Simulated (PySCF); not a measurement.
# Bond curve of PF⁺

Set-up: P def2-TZVPPD, F def2-TZVPPD; no relativity (PySCF 2.14). Energies in eV from P⁺ + F in their ground configurations at the same level. State: ²Π (doublet), unpaired electrons π ↑.

| R (Å) | PBE0 | UHF-MP2 | UHF-SCS-MP2 | r²SCANh |
| --- | --- | --- | --- | --- |
| 1.301 | -3.934 | -3.948 | -3.786 | -3.936 |
| 1.362 | -4.843 | -4.882 | -4.714 | -4.841 |
| 1.422 | -5.337 | -5.396 | -5.223 | -5.332 |
| 1.468 | -5.509 | -5.580 | -5.403 | -5.503 |
| 1.513 | -5.553 | -5.633 | -5.453 | -5.546 |
| 1.558 | -5.500 | -5.586 | -5.403 | -5.492 |
| 1.619 | -5.316 | -5.408 | -5.223 | -5.309 |
| 1.695 | -4.962 | -5.057 | -4.871 | -4.958 |
| 1.785 | -4.430 | -4.524 | -4.340 | -4.432 |
| 1.906 | -3.637 | -3.727 | -3.553 | -3.650 |

Question: Put a parabola through the three lowest points of the PBE0 curve and estimate Re, k and ωe (reduced mass 11.78 u; 1 eV/Å² = 0.16022 mdyn/Å; ωe = 1302.8·√(k/μ) cm⁻¹).

Answer: Through R = 1.468, 1.513, 1.558 Å the second-order coefficient is 24.0 eV/Å², so Re ≈ 1.511 Å, k ≈ 7.67 mdyn/Å and ωe ≈ 1052 cm⁻¹. A polynomial fit of higher order to the unrounded PBE0 energies gives Re = 1.509 Å, k = 7.76 mdyn/Å, ωe = 1058 cm⁻¹; anharmonicity and rounding make the difference.

The higher-order fit for each curve: PBE0: Re = 1.509 Å, ωe = 1058 cm⁻¹, De = 5.55 eV; UHF-MP2: Re = 1.512 Å, ωe = 1058 cm⁻¹, De = 5.63 eV; UHF-SCS-MP2: Re = 1.511 Å, ωe = 1060 cm⁻¹, De = 5.45 eV; r²SCANh: Re = 1.509 Å, ωe = 1054 cm⁻¹, De = 5.55 eV.

Correlated steps freeze 6 core orbitals. For an ion De counts to the pair picked by the measured ionisation energies or electron affinities, which need not be the lowest pair at this level. The state was picked by a PBE0 search and need not be the measured ground state.
